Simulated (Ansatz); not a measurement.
## Worked example: correlation energy of [NH₂···H···N], quartet

Geometry: a point of a hydrogen-transfer path between rigid fragments, not a stationary point.

```yaml
atoms:
  - { symbol: N, position_ang: [-1.0773, -0.0184, -0.0286] }
  - { symbol: H, position_ang: [-1.3746, 0.9495, -0.0286] }
  - { symbol: H, position_ang: [-1.3746, -0.4207, 0.8517] }
  - { symbol: H, position_ang: [0.0617, -0.0184, -0.0286] }
  - { symbol: N, position_ang: [1.2707, -0.0184, -0.0286] }
```

Basis cc-pVDZ; Ansatz 0.2.0. Correlated methods freeze the noble-gas cores, which leaves 13 electrons in 41 orbitals. R marks a restricted (for open shells ROHF) determinant, U an unrestricted one.

Full CI isn't at hand for all of this; UCCSDT(Q) serves as the reference, and is uncertain by about the last step of the cluster series.

Runs differ by some tens of microhartree through their thresholds and, for an open shell, their frozen cores, so steps under 0.03 kcal/mol mean nothing.

```json
{"level": "UHF", "total energy (hartree)": "-110.514584"}
{"level": "UMP2", "total energy (hartree)": "-110.788323"}
{"level": "UCCSD", "total energy (hartree)": "-110.821227"}
{"level": "UCCSD(T)", "total energy (hartree)": "-110.827807"}
{"level": "UCCSDT", "total energy (hartree)": "-110.828505"}
{"level": "UCCSDT(Q)", "total energy (hartree)": "-110.829050"}
```

Q: What is the correlation energy at UCCSDT(Q), and what share of it do UMP2 and UCCSD recover?

A: E(corr) = -110.829050 − (-110.514584) = -0.314466 hartree = -8.557 eV. UMP2: -0.273739 / -0.314466 = 87.05 %. UCCSD: -0.306643 / -0.314466 = 97.51 %.

Q: By how many kcal/mol does UCCSD(T) miss UCCSDT(Q) (1 hartree = 627.509 kcal/mol), and which steps make up the rest?

A: -110.827807 − (-110.829050) = 0.001243 hartree = 0.78 kcal/mol. Steps: UCCSDT − UCCSD(T) = -0.44, UCCSDT(Q) − UCCSDT = -0.34 kcal/mol. That is within 1 kcal/mol of the reference in this basis, which itself misses far more of the correlation at the basis-set limit.
